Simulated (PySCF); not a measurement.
## How the method moves the HOMO and LUMO of 2-chloro-2-methylbutane

2-chloro-2-methylbutane, C5H11Cl.
Numbering: `[CH3:1][CH2:2][C:3]([CH3:4])([CH3:5])[Cl:6]` (hydrogens: H7, H8, H9 on C1; H10, H11 on C2; H12, H13, H14 on C4; H15, H16, H17 on C5)

Cartesian coordinates in Å at the PBE0-D3(BJ)/def2-SVP level; atoms count from 1:
```
atom  x, y, z in Å
C1     0.9161   -1.7928    0.5024
C2     0.9782   -0.4005   -0.1000
C3    -0.2146    0.5149    0.1806
C4    -0.0072    1.8758   -0.4628
C5    -1.5448   -0.0939   -0.2297
Cl6   -0.2891    0.7965    1.9905
H7     1.8515   -2.3381    0.3090
H8     0.7731   -1.7376    1.5918
H9     0.0940   -2.3910    0.0815
H10    1.8848    0.1179    0.2522
H11    1.0713   -0.4694   -1.1991
H12    0.0305    1.7667   -1.5589
H13   -0.8305    2.5585   -0.2093
H14    0.9359    2.3293   -0.1262
H15   -1.7429   -1.0304    0.3083
H16   -1.5368   -0.3070   -1.3113
H17   -2.3694    0.6016   -0.0189
```

Basis pcSseg-1 throughout (PySCF), one geometry. Geometry: PBE0-D3(BJ)/def2-SVP, one conformer, isolated molecule.

How do the orbital energies, the gap and the dipole change with the method?

```json
{"method": "BLYP", "kind": "GGA", "HOMO (eV)": "-6.62", "LUMO (eV)": "-0.16", "gap (eV)": "6.46", "μ (D)": "2.11", "SCF cycles": "14"}
{"method": "OPBE", "kind": "GGA", "HOMO (eV)": "-6.77", "LUMO (eV)": "-0.20", "gap (eV)": "6.57", "μ (D)": "2.20", "SCF cycles": "15"}
{"method": "B97-D", "kind": "GGA", "HOMO (eV)": "-6.77", "LUMO (eV)": "-0.19", "gap (eV)": "6.58", "μ (D)": "2.19", "SCF cycles": "13"}
{"method": "PBE", "kind": "GGA", "HOMO (eV)": "-6.78", "LUMO (eV)": "-0.30", "gap (eV)": "6.48", "μ (D)": "2.15", "SCF cycles": "14"}
{"method": "BP86", "kind": "GGA", "HOMO (eV)": "-6.89", "LUMO (eV)": "-0.37", "gap (eV)": "6.51", "μ (D)": "2.20", "SCF cycles": "14"}
{"method": "KT3", "kind": "GGA", "HOMO (eV)": "-6.90", "LUMO (eV)": "-0.32", "gap (eV)": "6.58", "μ (D)": "2.14", "SCF cycles": "14"}
{"method": "KT2", "kind": "GGA", "HOMO (eV)": "-6.90", "LUMO (eV)": "-0.34", "gap (eV)": "6.56", "μ (D)": "2.18", "SCF cycles": "13"}
{"method": "LDA", "kind": "LDA", "HOMO (eV)": "-6.90", "LUMO (eV)": "-0.50", "gap (eV)": "6.41", "μ (D)": "2.20", "SCF cycles": "13"}
{"method": "B3LYP", "kind": "global hybrid", "HOMO (eV)": "-7.92", "LUMO (eV)": "0.55", "gap (eV)": "8.47", "μ (D)": "2.22", "SCF cycles": "12"}
{"method": "B97-2", "kind": "global hybrid", "HOMO (eV)": "-7.94", "LUMO (eV)": "0.74", "gap (eV)": "8.68", "μ (D)": "2.28", "SCF cycles": "12"}
{"method": "PBE0", "kind": "global hybrid", "HOMO (eV)": "-8.20", "LUMO (eV)": "0.80", "gap (eV)": "9.01", "μ (D)": "2.28", "SCF cycles": "12"}
{"method": "mPW1PW91", "kind": "global hybrid", "HOMO (eV)": "-8.23", "LUMO (eV)": "0.79", "gap (eV)": "9.03", "μ (D)": "2.29", "SCF cycles": "12"}
{"method": "BHandHLYP", "kind": "global hybrid", "HOMO (eV)": "-9.48", "LUMO (eV)": "1.94", "gap (eV)": "11.41", "μ (D)": "2.34", "SCF cycles": "12"}
{"method": "CAM-B3LYP", "kind": "range-separated hybrid", "HOMO (eV)": "-9.59", "LUMO (eV)": "1.96", "gap (eV)": "11.55", "μ (D)": "2.26", "SCF cycles": "12"}
{"method": "wB97X-D", "kind": "range-separated hybrid", "HOMO (eV)": "-10.13", "LUMO (eV)": "2.62", "gap (eV)": "12.75", "μ (D)": "2.34", "SCF cycles": "12"}
{"method": "LC-wPBE", "kind": "range-separated hybrid", "HOMO (eV)": "-11.05", "LUMO (eV)": "3.19", "gap (eV)": "14.23", "μ (D)": "2.33", "SCF cycles": "13"}
{"method": "HF", "kind": "Hartree–Fock", "HOMO (eV)": "-11.53", "LUMO (eV)": "4.12", "gap (eV)": "15.65", "μ (D)": "2.52", "SCF cycles": "10"}
```

The HOMO spans 4.91 eV, from BLYP down to HF, and the gap runs from 6.41 eV (LDA) to 15.65 eV (HF). Over the methods BLYP (0 %), OPBE (0 %), B97-D (0 %), PBE (0 %), BP86 (0 %), KT3 (0 %), KT2 (0 %), LDA (0 %), B3LYP (20 %), B97-2 (21 %), PBE0 (25 %), mPW1PW91 (25 %), BHandHLYP (50 %), HF (100 %), a straight line through the gap against the share of exact exchange rises by 0.93 eV for each 10 % (correlation coefficient 0.999). The dipole ranges from 2.11 D (BLYP) to 2.52 D (HF). This basis has no diffuse functions.

The vertical ΔSCF ionisation energy at PBE0/def2-SVPD is 10.45 eV; −ε(HOMO) comes closest to it with wB97X-D (10.13 eV).
